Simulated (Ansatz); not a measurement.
# H2S (hydrogen sulfide) at FCI/6-31G (sfX2C)

What is the energy change on altering one bond length of H2S (hydrogen sulfide) at FCI/6-31G (sfX2C)? 

Program for the calculation: Ansatz 0.2.0.

5 further runs of the same task are left out: 2 for a known fault of the program, 3 set aside as unsound or not needed.

## (1) The structure to begin with

The species is H2S (3 atoms), meant as a singlet with charge 0. As SMILES, `S`. The coordinates come from a PBE0-D4/def2-TZVP relaxation.

Bond lengths: S1–H2 1.341 Å, S1–H3 1.341 Å. Angles: H2–S1–H3 92.3°.

## (2) A single-point energy at FCI/6-31G (sfX2C)

Input file molecule.yaml:

```yaml
crystal:
  periodic: [false, false, false]
  atoms:
    - {symbol: S, position_ang: [0.495500, -0.280600, 0.243900]}
    - {symbol: H, position_ang: [0.097900, 0.997700, 0.162400]}
    - {symbol: H, position_ang: [-0.593400, -0.717100, -0.406300]}
basis:
  gaussian: {orbitals: 6-31G}
hamiltonian: {pseudopotentials: {relativity: scalar}}
correlation: {method: fci, frozen_orbitals: {H: 0, S: 5}}
```

The run is started by

```console
ansatz run molecule.yaml --threads 1 --pin off --max-ram 2610MiB --events-out events.jsonl --progress --plain --runs-dir runs
```

The log of the run:

```text
Warning: RAYON_NUM_THREADS=1 ignored (pool sized by the plan → 1); use --threads N
Functional definition: HF
  name "HF"
  exchange = exact_x
  correlation = 0
333 factors; integrals over basis functions are off by at most 5.8e-8 eV
mean field evaluation 1: about -10872.8544 eV, gradient 1.2e1 eV
mean field evaluation 2: about -10872.8544 eV, gradient 1.2e1 eV
mean field evaluation 4: about -10873.4448 eV, gradient 5.9e-1 eV
mean field evaluation 8: about -10873.4463 eV, gradient 2.4e-6 eV
mean field -10873.44626461 eV, -399.5917799379 hartree, gradient 1.4e-6 eV, S^2 0.000000; 0 other end points of the search recorded, 0 dependent functions left out
5 core orbitals not correlated: weight in the atoms' cores, before any rotation towards them, 1.000 or more for the frozen orbitals, at most 0.000 for the correlated occupied ones
reference -10873.44626461 eV, -399.5917799379 hartree; 4, 4 occupied and 8, 8 virtual orbitals, 333 factors
state -10875.47158239 eV, -399.6662089935 hartree
Total energy: -10875.47158239 eV, -399.6662089935 hartree
Relativity: scalar
```

It took 0.56 s on 1 thread of Arm Neoverse V2, shared host; peak memory 0.16 GiB.

## (3) The distorted shape at the same level

Input file molecule.yaml:

```yaml
crystal:
  periodic: [false, false, false]
  atoms:
    - {symbol: S, position_ang: [0.893109, -1.558927, 0.325402]}
    - {symbol: H, position_ang: [0.097900, 0.997700, 0.162400]}
    - {symbol: H, position_ang: [-0.195791, -1.995427, -0.324798]}
basis:
  gaussian: {orbitals: 6-31G}
hamiltonian: {pseudopotentials: {relativity: scalar}}
correlation: {method: fci, frozen_orbitals: {H: 0, S: 5}}
```

The run is started by

```console
ansatz run molecule.yaml --threads 1 --pin off --max-ram 2610MiB --events-out events.jsonl --progress --plain --runs-dir runs
```

The log of the run, cut to the lines that bear on the results:

```text
Warning: RAYON_NUM_THREADS=1 ignored (pool sized by the plan → 1); use --threads N
Functional definition: HF
  name "HF"
[...]
331 factors; integrals over basis functions are off by at most 6.0e-8 eV
[...]
mean field -10868.75300537 eV, -399.4193058421 hartree, gradient 2.9e-6 eV, S^2 0.000000; 0 other end points of the search recorded, 0 dependent functions left out; unrestricted orbitals would lower it
[...]
unrestricted determinant -10871.10860557 eV, -399.5058725527 hartree, S^2 0.9345
5 core orbitals not correlated: weight in the atoms' cores, before any rotation towards them, 1.000 or more for the frozen orbitals, at most 0.000 for the correlated occupied ones
reference -10868.75300537 eV, -399.4193058421 hartree; 4, 4 occupied and 8, 8 virtual orbitals, 331 factors
state -10872.74651848 eV, -399.5660647418 hartree
Total energy: -10872.74651848 eV, -399.5660647418 hartree
Relativity: scalar
```

Wall time 0.68 s (1 thread of Arm Neoverse V2, shared host); peak memory 0.16 GiB.

## (4) What came out

Level: FCI/6-31G (sfX2C), 5 core orbitals frozen.

| quantity | value |
| --- | --- |
| first shape: total energy | -399.66621 Eh |
| first shape: correlation energy (5 core orbitals frozen) | -74.4 mEh |
| distorted shape: total energy | -399.56606 Eh |
| distorted shape: correlation energy (5 core orbitals frozen) | -146.8 mEh |
| energy change with the S1–H2 bond stretched from 1.341 to 2.682 Å | 2.725 eV |

**Reading.** With the S1–H2 bond stretched from 1.341 to 2.682 Å the energy rises by 2.73 eV (263 kJ/mol). The first shape isn't relaxed at this level, so the change isn't measured from a minimum. The restricted solution (distorted shape) is unstable to spin breaking: an unrestricted one lies lower.
